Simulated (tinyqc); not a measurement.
The basis set: RHF and MP2 along a ladder of basis sets, for H3O+, spin multiplicity 1. Computed by the program tinyqc with PySCF. 

Geometry (angstrom):
```
atom        x        y       z
O      0.0000   0.0000  0.3840
H      0.8710   0.0000  0.0000
H     -0.4350   0.7540  0.0000
H     -0.4350  -0.7540  0.0000
```

Same geometry throughout; the dipole is taken about the origin.

RHF and frozen-core MP2 in a ladder of bases:
```
basis        functions  E(RHF) (hartree)  E(MP2 corr) (hartree)  HOMO (eV)  LUMO (eV)  dipole (debye)
sto-3g               8        -75.317021              -0.048343   -25.9247     3.5373          1.0132
3-21g               15        -75.867543              -0.126929   -26.6079    -2.3549          1.3325
6-31g               15        -76.251676              -0.127639   -26.6572    -3.2697          1.3799
6-31g**             29        -76.303629              -0.193482   -26.8318    -2.9404          0.8851
cc-pvdz             29        -76.308199              -0.202063   -26.8344    -3.3870          0.7423
aug-cc-pvdz         50        -76.313903              -0.210488   -26.8693    -4.7119          0.6735
cc-pvtz             72        -76.334981              -0.255915   -26.8739    -3.9191          0.6913
```

From cc-pVDZ to cc-pVTZ the RHF energy falls by 26.8 mhartree and the correlation energy by 53.9. If valence correlation converges as X^-3, (27 E(T) - 8 E(D))/19 gives -0.2786 hartree, a rough estimate from such small X that usually falls short; STO-3G holds about 17 % of it. Beyond STO-3G the LUMO moves by 2.4 eV and the HOMO by 0.3 eV.
